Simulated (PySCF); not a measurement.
## Running PySCF for BF

Input:

```python
from pyscf import gto, dft

mol = gto.M(
    atom='B 0 0 0; F 0 0 1.223',
    basis='6-31g*',
    charge=0,
    spin=0,
    verbose=4,
)
mf = dft.RKS(mol, xc='blyp')
mf.kernel()
mf.analyze()
print('orbital energies (hartree):', mf.mo_energy[..., max(0, mol.nelec[1]-3):mol.nelec[0]+3].round(4))
```

```bash
$ OMP_NUM_THREADS=1 python input.py
```

It prints (some set-up lines removed):

```
PySCF version 2.14.0

[INPUT] Symbol           X                Y                Z      unit          X                Y                Z       unit  Magmom
[INPUT]  1 B      0.000000000000   0.000000000000   0.000000000000 AA    0.000000000000   0.000000000000   0.000000000000 Bohr   0.0
[INPUT]  2 F      0.000000000000   0.000000000000   1.223000000000 AA    0.000000000000   0.000000000000   2.311135050343 Bohr   0.0

nuclear repulsion = 19.4709521597711
number of shells = 12
number of NR pGTOs = 54
number of NR cGTOs = 28
basis = 6-31g*
ecp = {}

******** <class 'pyscf.dft.rks.RKS'> ********
method = RKS
initial guess = minao
damping factor = 0
level_shift factor = 0
DIIS = <class 'pyscf.scf.diis.CDIIS'>
SCF conv_tol = 1e-09
SCF max_cycles = 50
XC functionals = blyp

grids dens level: 3
Initial guess from minao.
tot grids = 28312
init E= -124.786177812196
  HOMO = -0.248396356458813  LUMO = -0.0603088128702038  gap/eV = 5.11812
cycle= 1 E= -124.605654552487  delta_E= 0.181  |g|= 0.422  |ddm|= 1.47
  HOMO = -0.214473872577528  LUMO = -0.0230846525959183  gap/eV = 5.20797
cycle= 2 E= -124.493555471451  delta_E= 0.112  |g|= 0.935  |ddm|= 0.582
  HOMO = -0.204514523078522  LUMO = -0.0325438666492271  gap/eV = 4.67956
cycle= 3 E= -124.631910139845  delta_E= -0.138  |g|= 0.0573  |ddm|= 0.451
  HOMO = -0.218872293974157  LUMO = -0.0403266701685574  gap/eV = 4.85847
cycle= 4 E= -124.632910076434  delta_E= -0.001  |g|= 0.0089  |ddm|= 0.107
  HOMO = -0.216687117478668  LUMO = -0.038638605076598  gap/eV = 4.84495
cycle= 5 E= -124.63293004309  delta_E= -2e-05  |g|= 0.00135  |ddm|= 0.0129
  HOMO = -0.216717477211839  LUMO = -0.0387565915014953  gap/eV = 4.84256
cycle= 6 E= -124.632930399944  delta_E= -3.57e-07  |g|= 0.000216  |ddm|= 0.00098
  HOMO = -0.216720171841576  LUMO = -0.0387628988762849  gap/eV = 4.84246
cycle= 7 E= -124.632930408386  delta_E= -8.44e-09  |g|= 7.47e-06  |ddm|= 0.000109
  HOMO = -0.216720148889139  LUMO = -0.0387621335663269  gap/eV = 4.84248
cycle= 8 E= -124.632930408398  delta_E= -1.19e-11  |g|= 4.12e-07  |ddm|= 7.57e-06
  HOMO = -0.216720161231594  LUMO = -0.0387621195832705  gap/eV = 4.84248
Extra cycle  E= -124.632930408398  delta_E= 5.68e-14  |g|= 8.64e-07  |ddm|= 7.05e-07
converged SCF energy = -124.632930408398
**** SCF Summaries ****
Total Energy =                        -124.632930408397726
Nuclear Repulsion Energy =              19.470952159771056
One-electron Energy =                 -210.080757799124910
Two-electron Energy =                   65.976875230956139
Two-electron Coulomb Energy =           80.446101070209863
DFT Exchange-Correlation Energy =      -14.469225839253728
HOMO-LUMO gap [eV] =                     4.842484966655776
**** MO energy ****
MO #1   energy= -24.3844869551062  occ= 2
MO #2   energy= -6.6030952301272   occ= 2
MO #3   energy= -1.19084936562938  occ= 2
MO #4   energy= -0.54264657370247  occ= 2
MO #5   energy= -0.460984115956262 occ= 2
MO #6   energy= -0.460984115956259 occ= 2
MO #7   energy= -0.216720161231594 occ= 2
MO #8   energy= -0.0387621195832705 occ= 0
MO #9   energy= -0.038762119583265 occ= 0
MO #10  energy= 0.144176457600825  occ= 0
[18 lines left out]
 ** Mulliken pop on meta-lowdin orthogonal AOs  **
 ** Mulliken pop  **
pop of  0 B 1s            1.99975
pop of  0 B 2s            1.73753
pop of  0 B 3s            0.01312
pop of  0 B 2px           0.22254
pop of  0 B 2py           0.22254
pop of  0 B 2pz           0.68217
pop of  0 B 3px           0.00216
pop of  0 B 3py           0.00216
pop of  0 B 3pz           0.02434
pop of  0 B 3dxy          0.00000
pop of  0 B 3dyz          0.00210
pop of  0 B 3dz^2         0.00300
[16 lines left out]
 ** Mulliken atomic charges  **
charge of    0B =      0.08648
charge of    1F =     -0.08648
Dipole moment(X, Y, Z, Debye): -0.00000, -0.00000,  1.36303
orbital energies (hartree): [-0.461  -0.461  -0.2167 -0.0388 -0.0388  0.1442]
```

In short: E(SCF) = -124.632930 Eh, 8 cycles, μz(SCF) = 1.36 D.

Hardware: AMD EPYC 9R45 96-Core, 1 thread, shared host. Wall time 0.56 s, peak memory 0.14 GiB.

Stability towards an unrestricted solution was not tested. The bond length is a typed value, not an optimised one.
